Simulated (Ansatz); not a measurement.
# C5H10F: the cost of one run

Program: Ansatz 0.2.0, driven from Python. The levels of theory stand in the script. These are calculated values, not measurements.

### Step 1. The structure

Bond lengths (14 of 15 bonds, heavy atoms first): C1–C2 1.525 Å, C2–C3 1.542 Å, C3–C4 1.537 Å, C3–C5 1.536 Å, C5–F6 1.384 Å, C1–H7 1.111 Å, C1–H8 1.110 Å, C2–H9 1.112 Å, C2–H10 1.112 Å, C3–H11 1.113 Å, C4–H12 1.111 Å, C4–H13 1.110 Å, C4–H14 1.111 Å, C5–H15 1.111 Å. Angles (14 of 27 angles, heavy atoms first): C1–C2–C3 111.8°, C2–C3–C4 111.2°, C2–C3–C5 110.1°, C4–C3–C5 110.4°, C3–C5–F6 110.4°, C1–C2–H9 108.1°, C1–C2–H10 109.0°, C3–C2–H9 109.8°, C3–C2–H10 110.0°, C2–C1–H7 110.5°, C2–C1–H8 110.0°, C2–C3–H11 108.8°, C4–C3–H11 108.5°, C5–C3–H11 107.8°.

Input file c5h10f.xyz:

```xyz
16

C     1.81420   -1.24560   -0.00910
C     1.06700    0.01670    0.40850
C    -0.26630    0.17130   -0.35100
C    -1.25250   -0.94720    0.02210
C    -0.88330    1.54710   -0.05830
F    -2.02500    1.73470   -0.81780
H     2.08450   -1.19880   -1.08550
H     2.73910   -1.35700    0.59490
H     1.72300    0.89050    0.20120
H     0.87850   -0.01890    1.50370
H    -0.06470    0.11420   -1.44410
H    -2.20220   -0.82880   -0.54140
H    -0.83010   -1.94090   -0.23700
H    -1.47680   -0.92560    1.11020
H    -1.14410    1.63670    1.01830
H    -0.16120    2.35150   -0.31470
```

### Step 2. The script

Input file disp_c5h10f.py:

```python
'''Size of D3 and D4 in C5H10F.'''

import ansatz as az

BASIS = 'def2-SVP'


def main() -> None:
    molecule = az.Crystal.molecule_from_extxyz('c5h10f.xyz')

    model = (
        molecule.calculation()
        .basis(gaussian=BASIS)
        .spin('collinear', total=1)
    )
    for name in ['b3lyp', 'r2scan']:
        for correction in ('d3bj', 'd4'):
            report = model.functional(name, dispersion=correction).run().report
            print(f'{name:8s} {correction:5s} total {report["free_energy_ev"]:.5f} eV, of which dispersion {1000 * report["dispersion"]["energy"]["ev"]:.2f} meV')


if __name__ == '__main__':
    main()
```

### Step 3. Running it

The run is started by

```sh
> python disp_c5h10f.py
```

Q: Estimate wall time and peak memory on 1 thread of Arm Neoverse V2, shared host.

About 45 s, with a peak of 0.47 GiB.
